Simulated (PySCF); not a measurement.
Isomers of [C4H6F]+ (charge +1). Level of theory: PBE0-D3(BJ)/def2-SVP geometry optimisation, gas phase in PySCF 2.14.0. Energies are electronic, without zero-point or thermal terms, for one conformer each. No frequencies were run at this level. Point groups hold within 0.08 Å.

Question: Order them by energy at this level, lowest first, and give relative energies in kcal/mol.
A. `[CH2:1]=[CH:2][C+:3]([CH3:4])[F:5]` (charge +1) with C1–C2–C3–C4 179°
B. `[CH2:1]=[C:2]([F:3])[CH+:4][CH3:5]` (charge +1) with C1–C2–C4–C5 180°
C. `[CH2:1]=[CH:2][CH+:3][CH2:4][F:5]` (charge +1) with C1–C2–C3–C4 180°, C2–C3–C4–F5 0°

Answer: A (0.0), B (12.9), C (18.1).

| SMILES | E (Eh) | E rel (kcal/mol) | dipole about centre of mass (D) | point group | A, B, C (MHz) |
| --- | --- | --- | --- | --- | --- |
| C=C[C+](C)F | -255.08301 | 0.0 | 2.05 | near Cs | 10068, 4015, 2922 |
| C=C(F)[CH+]C | -255.06242 | 12.9 | 4.05 | near Cs | 9556, 4002, 2869 |
| C=C[CH+]CF | -255.05413 | 18.1 | 5.16 | Cs | 15792, 2770, 2391 |
